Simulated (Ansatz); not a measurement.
Relaxing Pt

Computed with Ansatz, DFT PBEsol, scalar-relativistic, plane waves, PAW. Cutoff 420 eV, Γ-centred k mesh, Gaussian smearing, no spin polarisation in the final step.

Pt was placed on the simple hexagonal structure type (P6/mmm, No. 191), at a guessed volume.

```xyz
1
Lattice="2.7082 0.0000 0.0000 -1.3541 2.3454 0.0000 0.0000 0.0000 2.5305" Properties=species:S:1:pos:R:3 pbc="T T T"
Pt    0.0000    0.0000    0.0000
```

Cell and atoms relax at zero pressure; the relaxation can't lower the symmetry of the start.

Energies count from the standard state of Pt at the same level.

**Question.** Which crystal results?

**Answer.** It keeps P6/mmm (No. 191). The result has the simple hexagonal structure. Conventional cell: a = 2.654 Å, c = 2.651 Å. Pt has 8 Pt at 2.65 Å.

```xyz
1
Lattice="2.6542 0.0000 0.0000 -1.3271 2.2986 0.0000 0.0000 0.0000 2.6506" Properties=species:S:1:pos:R:3 pbc="T T T"
Pt    0.0000    0.0000    0.0000
```

**Question.** What are its volume, energy, density and gap?

**Answer.** The volume per atom is 16.17 Å³, the density is 20.03 g/cm³ and the energy over the standard structure is 0.17 eV/atom. The gap on the 24×24×22 mesh is 0 eV (a metal).

The final run used a 24×24×22 mesh on its 1-atom cell and 0.10 eV smearing. For metals, differences of a few meV/atom aren't resolved. Spin–orbit coupling is left out. A structure relaxed within its symmetry needn't be a true minimum.